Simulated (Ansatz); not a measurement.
Species: N2H, net charge 1, singlet state. It need not be the lowest isomer of its formula. SMILES: N#[NH+]
Geometry from a B3LYP-D3(BJ)/def2-TZVP (Ansatz, a quantum-chemistry and plane-wave program) optimisation:
```
N
N 1 1.0860
H 1 1.0380 2 180.00
```
Charge +1, spin multiplicity 1.

Parts of the frozen-core correlation energy in STO-3G (Ansatz, hartree). Frozen orbitals: 2; correlated occupied orbitals by spin: 5 and 5; virtual: 4 and 4. No spin-orbit coupling. No relativistic terms.

```tsv
term	value
reference (HF)	-107.71418
MP2 opposite-spin	___
MP2 same-spin	-0.03770
CCSD correlation	___
(T)	___
FCI minus CCSD(T)	-0.00191
T1 diagnostic	0.011
largest doubles amplitude	0.135
```

Question: What belongs in the gaps?

Answer: 
- MP2 opposite-spin, value: -0.11892
- CCSD correlation, value: -0.16293
- (T), value: -0.00253
